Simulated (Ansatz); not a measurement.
Fluorite SrCl₂ was calculated with rVV10 in Ansatz (plane waves, PAW).

Numerical settings: plane-wave cutoff 520 eV, 8×8×8 k mesh, Fermi–Dirac smearing 0.01 eV, scalar-relativistic PAW data made under PBE.

Response to compression and expansion:

```tsv
V (Å³/atom)	P (GPa)	direct gap at Γ (eV)	smallest gap on the k mesh (eV)
26.677	2.78	5.483	5.119
27.244	1.75	5.393	5.037
27.812	0.83	5.305	4.958
28.380	0.00	5.221	4.881
28.947	-0.74	5.139	4.807
29.515	-1.40	5.059	4.735
30.082	-1.99	4.983	4.665
```

The fundamental gap (4.88 eV at the equilibrium volume, with added k points) lies elsewhere than Γ–Γ.

Spin–orbit coupling is not included.

Ansatz is a first-principles code.
